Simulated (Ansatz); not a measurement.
Z-matrix (Å, degrees):
```
O
C 1 1.3910
C 1 1.3910 2 113.07
H 2 1.0993 1 108.14 3 180.00
H 3 1.0993 1 108.14 2 -180.00
H 3 1.1096 5 108.36 1 -121.80
H 3 1.1096 5 108.36 6 -116.41
H 2 1.1096 4 108.36 1 -121.80
H 2 1.1096 4 108.36 8 -116.41
```
Charge 0, spin multiplicity 1.

The numbers are results of frozen-core CCSD(T)/cc-pVTZ // PBE0-D3(BJ)/def2-SVP in Ansatz (a program for electronic structure), not measurements.

```json
{
 "HF energy": "-154.12547 Ha",
 "MP2 correlation energy": "-0.59789 Ha"
}
```

Q: Estimate the CCSD correlation energy, the (T) correction, the total energy and the T1 diagnostic.

A: 
| Quantity | Value |
|---|---|
| CCSD correlation energy | -0.62807 Ha |
| (T) correction | -0.02232 Ha |
| CCSD(T) total energy | -154.77587 Ha |
| T1 diagnostic | 0.009 |
